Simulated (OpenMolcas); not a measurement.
**BH2 (boron dihydride) at 6 levels**

Wanted: a comparison of 6 runs (UHF/STO-3G, UHF/def2-TZVPPD, U-r2SCAN/def2-TZVPPD, U-revPBE/def2-TZVPPD, UPBE0/def2-TZVPPD, USVWN5/def2-TZVPPD) of BH2 (boron dihydride). 

The results are computed with OpenMolcas 26.06.

### Step 1. The system as given

BH2 has 3 atoms, charge 0, and is taken as a doublet. As SMILES, `[BH2]`. The coordinates come from a PBE0-D4/def2-TZVP relaxation.

Bond lengths: B1–H2 1.191 Å, B1–H3 1.191 Å. Angles: H2–B1–H3 129.4°.

### Step 2. Energy and gradient at UHF/STO-3G (run 1)

The input, job.input:

```
* BH2 Hartree-Fock
>>> EXPORT MOLCAS_PRINT=2
&GATEWAY
BASLIB=$CurrDir
COORD
3
bohr
B      0.50090970    -0.31683148     0.24515417
H      0.55193231     1.91792084     0.51183232
H     -1.05286091    -1.60108936    -0.75700539
BASIS=STO-3G
GROUP=NoSym
&SEWARD
&SCF
UHF
SPIN=2
THRESHOLDS=1e-10 1e-07 1e-07 1e-05
PRORBITALS=1 1
&ALASKA
```

The basis set STO-3G is read from a file made from the Basis Set Exchange's data (not shown).

Launch:

```console
$ export MOLCAS_MEM=1860
$ pymolcas job.input > job.log
```

Output:

```text
--- Start Module: gateway ---
[...]
--- Stop Module: gateway /rc=_RC_ALL_IS_WELL_ ---
[...]
      Basis functions            7
[...]
--- Start Module: scf ---
[...]
       Convergence after  10 Iterations
[...]
::    Total SCF energy                                -25.4083819253
[...]
      Total spin, S                                     0.5008917998
[...]
      Total electronic charge=    7.000000
      Total            charge=   -0.000000
[...]
      Dipole Moment (debye):
      Origin of the operator (angstrom)=    0.2035   -0.1287    0.0996
                   X=  1.0453E-01               Y= -6.6115E-02               Z=  5.1159E-02           Total=  1.3385E-01
      Quadrupole Moment (debye*angstrom):
[...]
--- Stop Module: scf /rc=_RC_ALL_IS_WELL_ ---
--- Start Module: alaska ---
[...]
 *              Molecular gradients               *
 **************************************************
  Irreducible representation: a
 ------------------------------------------------------------------------------------------
                              X                       Y                       Z
 ------------------------------------------------------------------------------------------
  B1                4.21657834203659E-03   -2.66651931994077E-03    2.06374759442379E-03
  H2                6.28147455797924E-03    1.97302094460057E-02    5.60151028698005E-03
  H3               -1.04980529000158E-02   -1.70636901260631E-02   -7.66525788140415E-03
 ------------------------------------------------------------------------------------------
--- Stop Module: alaska /rc=_RC_ALL_IS_WELL_ ---
[...]
```

It took 3.3 s on 1 thread of Arm Neoverse V2, shared host; peak memory 0.37 GiB.

### Step 3. Energy and forces at UHF/def2-TZVPPD (run 2)

The input, test.input:

```
* BH2 Hartree-Fock
>>> EXPORT MOLCAS_PRINT=2
&GATEWAY
BasLib=$CurrDir
Coord
3
angstrom
B        0.265070      -0.167660       0.129730
H        0.292070       1.014920       0.270850
H       -0.557150      -0.847260      -0.400590
Basis=def2-TZVPPD
Group=NoSym
&SEWARD
&SCF
UHF
Spin=2
Thresholds=1e-10 1e-07 1e-07 1e-05
PrOrbitals=1 2
&ALASKA
```

The basis set def2-TZVPPD is read from a file made from the Basis Set Exchange's data (not shown).

Launch:

```console
$ export MOLCAS_MEM=1860
$ pymolcas test.input > test.log
```

Output:

```text
--- Start Module: gateway ---
[...]
--- Stop Module: gateway /rc=_RC_ALL_IS_WELL_ ---
[...]
      Basis functions           71
[...]
--- Start Module: scf ---
[...]
       Convergence after  12 Iterations
[...]
::    Total SCF energy                                -25.7608289777
[...]
      Total spin, S                                     0.5019248269
[...]
      Total electronic charge=    7.000000
      Total            charge=   -0.000000
[...]
      Dipole Moment (debye):
      Origin of the operator (angstrom)=    0.2035   -0.1287    0.0996
                   X= -3.6645E-01               Y=  2.3178E-01               Z= -1.7935E-01           Total=  4.6923E-01
      Quadrupole Moment (debye*angstrom):
[...]
--- Stop Module: scf /rc=_RC_ALL_IS_WELL_ ---
[...]
--- Start Module: alaska ---
[...]
 *              Molecular gradients               *
 **************************************************
  Irreducible representation: a
 ------------------------------------------------------------------------------------------
                              X                       Y                       Z
 ------------------------------------------------------------------------------------------
  B1                7.75864114329727E-04   -4.90416519738801E-04    3.79760962310516E-04
  H2                1.32343515609763E-03    3.99773490758082E-03    1.16320126037908E-03
  H3               -2.09929927042685E-03   -3.50731838783991E-03   -1.54296222268746E-03
 ------------------------------------------------------------------------------------------
--- Stop Module: alaska /rc=_RC_ALL_IS_WELL_ ---
[...]
```

Wall time 4.2 s (1 thread of Arm Neoverse V2, shared host); peak memory 0.42 GiB.

Runs 3 to 5 aren't shown in full; the table further down has their settings and results.

### Step 4. Energy and forces at USVWN5/def2-TZVPPD (run 6)

The input, mol.inp:

```
* BH2 Kohn-Sham DFT

&gateway
  baslib=$CurrDir
  coord
  3
  angstrom
  B        0.265070      -0.167660       0.129730
  H        0.292070       1.014920       0.270850
  H       -0.557150      -0.847260      -0.400590
  basis=def2-TZVPPD
  group=NoSym

&seward
  gridinput
  Grid=UltraFine
  End of Grid

&scf
  uhf
  spin=2
  ksdft=SVWN5
  thresholds=1e-10 1e-07 1e-07 1e-05
  prorbitals=1 1

&alaska
```

The basis set def2-TZVPPD is read from a file made from the Basis Set Exchange's data (not shown).

Launch:

```console
$ export MOLCAS_MEM=1860
$ pymolcas mol.inp > mol.log
```

Output:

```text
--- Start Module: gateway ---
[...]
--- Stop Module: gateway /rc=_RC_ALL_IS_WELL_ ---
[...]
      Basis functions           71
[...]
--- Start Module: scf ---
[...]
       Convergence after  10 Iterations
[...]
::    Total KS-DFT energy                             -25.6090331862
[...]
      Total spin, S                                     0.5006385451
[...]
      Total electronic charge=    7.000000
      Total            charge=   -0.000000
[...]
      Dipole Moment (debye):
      Origin of the operator (angstrom)=    0.2035   -0.1287    0.0996
                   X= -4.0752E-01               Y=  2.5776E-01               Z= -1.9945E-01           Total=  5.2181E-01
      Quadrupole Moment (debye*angstrom):
[...]
--- Stop Module: scf /rc=_RC_ALL_IS_WELL_ ---
[...]
--- Start Module: alaska ---
[...]
 *              Molecular gradients               *
 **************************************************
  Irreducible representation: a
 ------------------------------------------------------------------------------------------
                              X                       Y                       Z
 ------------------------------------------------------------------------------------------
  B1               -1.94367802946815E-03    1.22974348470672E-03   -9.51245008975032E-04
  H2               -6.91959063102227E-04   -4.26345292530006E-03   -8.39887350237212E-04
  H3                2.63563709256998E-03    3.03370944059667E-03    1.79113235921236E-03
 ------------------------------------------------------------------------------------------
--- Stop Module: alaska /rc=_RC_ALL_IS_WELL_ ---
[...]
```

Run time: 8.7 s. Hardware: 1 thread of Arm Neoverse V2, shared host; peak memory 0.42 GiB.

### Step 5. Overview of the runs

```
run                 level      task  integration grid  energy (Eh)  dipole moment (D)  HOMO energy (eV)  LUMO energy (eV)  wall time
  1            UHF/STO-3G  gradient                 –   -25.408382               0.13             -8.01              6.56      3.3 s
  2       UHF/def2-TZVPPD  gradient                 –   -25.760829               0.47             -9.46              1.16      4.2 s
  3  U-r2SCAN/def2-TZVPPD    energy         UltraFine   -25.916876               0.45             -5.30             -3.03       17 s
  4  U-revPBE/def2-TZVPPD  gradient         UltraFine   -25.930739               0.48             -4.93             -3.36       13 s
  5     UPBE0/def2-TZVPPD  gradient         UltraFine   -25.894824               0.49             -6.17             -2.34       14 s
  6    USVWN5/def2-TZVPPD  gradient         UltraFine   -25.609033               0.52             -4.86             -3.79      8.7 s
```

### Step 6. Results

| quantity | value |
| --- | --- |
| run 6: total energy | -25.60903 Eh |
| run 6: dipole moment | 0.52 D |
| run 6: HOMO energy (highest over α and β) | -4.86 eV |
| run 6: LUMO energy (lowest over α and β) | -3.79 eV |
| run 6: ⟨S²⟩ | 0.751 |
| run 6: largest force on an atom | 0.226 eV/Å |

What this shows: The dipole moment (its size) runs from 0.13 D (UHF/STO-3G) to 0.52 D (USVWN5/def2-TZVPPD). The two ends differ in method and basis. The two dipoles point in opposite directions. Totals of different functionals can't be ranked against each other. In run 1 the basis is minimal, so the values are rough. All runs together took 60 s, the longest 17 s.
